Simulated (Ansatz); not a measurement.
`[SiH3][AlH][Cl]` + HCl → `[Cl][AlH][Cl]` + SiH₄ at 600 K and 1 bar (cleavage of the Al–Si bond).

Program: Ansatz. Geometries: PBE0-D4/def2-TZVP. ΔE: electronic, gas phase. CCSD(T)/CBS is the MP2 limit (def2-TZVPP, def2-QZVPP) plus CCSD(T) − MP2 in def2-TZVPP, frozen cores. This one scheme is used for every species.

| species | CCSD(T)/CBS energy (Eh) | H − E (kJ/mol) | S (J/(mol·K)) |
| --- | --- | --- | --- |
| `[SiH3][AlH][Cl]` | -993.32756 | 135.6 | 410.5 |
| HCl | -460.38127 | 35.4 | 207.2 |
| `[Cl][AlH][Cl]` | -1162.30651 | 60.0 | 335.4 |
| SiH₄ | -291.46306 | 108.7 | 242.3 |

H − E and S are ideal-gas, rigid-rotor, harmonic terms from PBE0-D4/def2-TZVP. 1 Eh = 2625.50 kJ/mol, R = 8.31446 J/(mol·K).

Task: By hand: ΔE, ΔH, ΔS and ΔG.

Result: ΔE = (-1162.30651) + (-291.46306) − (-993.32756) − (-460.38127) = -0.06074 Eh = -159.5 kJ/mol. Δ(H − E) = 60.0 + 108.7 − 135.6 − 35.4 = -2.3, so ΔH = -161.8 kJ/mol. ΔS = 335.4 + 242.3 − 410.5 − 207.2 = -40.0 J/(mol·K). ΔG = -161.8 − 600 × (-40.0)/1000 = -137.8 kJ/mol.

Task: By hand: the equilibrium constant, and the temperature at which ΔG would vanish if ΔH and ΔS stayed fixed.

Result: log₁₀ K = −ΔG/(RT ln 10) = 12.0. ΔG = 0 at ΔH/ΔS = 4045 K, far beyond where these terms or the molecules hold.

ΔH outweighs TΔS. A doubt of 5 kJ/mol in ΔE shifts log₁₀ K by 0.4 here. Modes under 60 cm⁻¹, often nearly free rotors, make the harmonic entropy too high. These are equilibria of isolated gas molecules and say nothing of rates. Largest T1 diagnostic: 0.011 (customary marks: 0.02 for closed shells, 0.045 for open ones).
